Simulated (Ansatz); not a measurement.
Reaction (SMILES): CCl (CH3-Cl) → C atom + Cl atom + 3 H atom
B3LYP-D3(BJ)/def2-TZVP geometries, fixed; electronic energies without zero-point terms.
Largest species:
```xyz
5

C      0.0082     0.0133    -1.1337
Cl    -0.0048    -0.0077     0.6605
H      0.0175     1.0478    -1.4634
H      0.8997    -0.5040    -1.4752
H     -0.8852    -0.4920    -1.4879
```

Basis-set convergence of the atomisation energy at PBE with Ansatz (an electronic-structure program). All functions are spherical. The program fits the integrals of some runs and decomposes those of others, by size. Open shells are unrestricted. No added dispersion term, no relativity. Functions are those of the species that has most. Reference: the value in pcseg-4, 400.10 kcal/mol, itself unsure by roughly 0.07 kcal/mol (its mean distance from aug-pcseg-3, aug-cc-pV(Q+d)Z, cc-pV(5+d)Z). Deviations are taken from unrounded values.

```csv
basis,functions
def2-SV(P),38
def2-SVP,47
def2-SVPD,71
def2-TZVP,86
def2-TZVPD,110
def2-TZVPP,115
def2-TZVPPD,139
def2-QZVPP,217
def2-QZVPPD,241
```

**Question.** Which is the smallest def2 set listed that can be trusted to 1 kcal/mol here, that is, within that of the reference together with its larger relatives (same family, alike in diffuse functions; a set with none to test it counts only in the reference's own line)?

**Answer.** The smallest set listed that lies within 1 kcal/mol of the reference with all its larger relatives (same family, alike in diffuse functions; a set with none counts only in the reference's own line) is def2-SVPD (71 functions, 0.47 kcal/mol off). Value minus reference: def2-SV(P) -5.90, def2-SVP -1.51, def2-SVPD 0.47, def2-TZVP -0.71, def2-TZVPD -0.37, def2-TZVPP 0.02, def2-TZVPPD 0.28, def2-QZVPP -0.21, def2-QZVPPD -0.16 kcal/mol.
